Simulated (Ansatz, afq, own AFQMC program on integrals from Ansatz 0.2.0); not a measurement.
**Al₂H, doublet: a scan with AFQMC**

```yaml
atoms:
  - { symbol: Al, position_ang: [0.0000, 0.0000, 0.3526] }
  - { symbol: Al, position_ang: [0.0000, 0.0000, -2.3244] }
  - { symbol: H, position_ang: [0.0000, 0.0000, 1.9718] }
```

The Al1–Al2 distance is changed with both sides rigid. Energies in kcal/mol count from this geometry (2.677 Å) at the same level; the start stands on UHF, each point on the determinant named.

Basis 6-31G. Noble-gas cores (and the filled d shells of Ga–Kr and In–Xe) are frozen. AFQMC by an in-house program on the Cholesky factors that Ansatz 0.2.0 writes for its CCSD(T) run. The CISD trial takes its coefficients from CCSD amplitudes. Released means that phaseless walkers are propagated on without the constraint, phases kept. Uncertainties: one standard error, sampling alone.

Cautions, each for one point or more: a spin-contaminated unrestricted determinant lies lower; a state of higher spin lies lower; an unrestricted solution with more broken spin lies lower; full CI with its own frozen core; strong correlation; the determinant is a saddle point among determinants of its kind.

```tsv
r(Al1–Al2) / Å	det.	T1	weight	⟨S²⟩	CCSD(T)	ph-AFQMC/CISD	released AFQMC	FCI	CCSDT(Q)	PBE	B3LYP
2.134	ROHF	0.022	0.88	pure	38.7	38.7 ± 0.06	38.8 ± 0.04*	38.7	38.7	30.2§	32.2§
3.329	UHF	0.065	0.83	0.75	4.6	4.8 ± 0.06	–	4.5	4.5	8.0	7.1
4.203	UHF	0.019	0.89	0.75	11.1	11.4 ± 0.06	11.6 ± 0.07	11.6	11.5	22.0	17.7
6.018	UHF	0.027	0.88	0.77	13.4	13.7 ± 0.06	13.9 ± 0.04	14.0	13.9	28.5	21.4
8.947	UHF	0.033	0.88	0.78	13.8	14.1 ± 0.06	14.2 ± 0.04	14.4	14.3	29.0	21.6
```

Weight is that of the determinant in the CISD state; at the start T1 is 0.023 and the weight 0.88, and ⟨S²⟩ is 0.76. An asterisk marks released energies that aren't shown to be converged. Symmetry can't show for every point that it stays on the start's state. A dash marks a missing value, a released energy that hasn't settled or a functional that sits on another state. § marks a functional whose ⟨S²⟩ is too high by over 0.1. Largest departures from full CI: CCSD(T) -0.6 kcal/mol at 8.947 (on UHF), ph-AFQMC/CISD -0.3 kcal/mol at 6.018 (on UHF), released AFQMC -0.1 kcal/mol at 8.947 (on UHF), CCSDT(Q) 0.0 kcal/mol at 8.947 (on UHF), PBE 10.5 kcal/mol at 4.203, B3LYP 6.1 kcal/mol at 4.203. Functionals count only at points shown to share the start's state and spin. In this small basis the wave-function levels are far from their limit, so their gap to the functionals isn't the functionals' error. In total energy ph-AFQMC/CISD lies 17.6 ± 1.9 meV above full CI at the start, so its agreement along the curve rests in part on cancellation.

Some points may be missing: those where a free walk finds a much lower state, and past Zn most of those on another determinant than at the start.

CCSDT and higher add their correlation energy to the determinant of the CCSD(T) run, since their own runs factorise the integrals more tightly (a shift of under 2 meV). A walk keeps the symmetry of its determinant, which the program's search chose and which needn't be the lowest solution, so a lower state of the same spin and another symmetry isn't excluded.
